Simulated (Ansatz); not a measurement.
Input file:

```yaml
crystal:
  periodic: [false, false, false]
  atoms:
    - {symbol: S, position_ang: [0.000000, -0.039150, -0.036334]}
    - {symbol: H, position_ang: [0.000000, 1.318330, -0.036334]}
    - {symbol: H, position_ang: [0.000000, -0.035648, 2.748664]}
    - {symbol: H, position_ang: [0.000000, -0.037239, -1.556461]}
basis:
  gaussian: {orbitals: 6-31G}
total_charge: 1
magnetization: {spin_polarized: false, initial_magnetization: 2}
correlation: {method: sc_nevpt2, electrons: outside_noble_gas, active_space: {window: {electrons: 8, orbitals: 7}, shells: [{species: H, l: s, shell: 1}, {species: S, l: s, shell: 3}, {species: S, l: p, shell: 3}]}}
```

```sh
$ ansatz run in.yaml --threads 1 --pin off --events-out ev --progress --plain --max-ram 2393MiB
```

The program prints:

```
384 factors; integrals over basis functions are off by at most 7.2e-8 eV
mean field evaluation 1: about -10850.0332 eV, gradient 1.1e1 eV
mean field evaluation 2: about -10850.0350 eV, gradient 1.1e1 eV
mean field evaluation 4: about -10850.8730 eV, gradient 7.7e-1 eV
mean field evaluation 8: about -10850.8806 eV, gradient 1.6e-3 eV
mean field -10850.88062394 eV, -398.7625079387 hartree, gradient 2.7e-6 eV, S^2 2.000000; 0 other end points of the search recorded, 0 dependent functions left out
reference -10850.88062394 eV, -398.7625079387 hartree; 10, 8 occupied and 9, 11 virtual orbitals, 384 factors
state -10852.20846660 eV, -398.8113052565 hartree
state -10852.20846660 eV, -398.8113052565 hartree; corrected -10852.63713059 eV, -398.8270583677 hartree
Total energy: -10852.63713059 eV, -398.8270583677 hartree
Checks for a lower state left out: starts, orbital_swaps
```

For the same geometry and basis full CI lies 135.5 meV lower.

Ran on 1 thread of Arm Neoverse V1, shared host: 0.72 s wall, 0.07 GiB peak host memory.
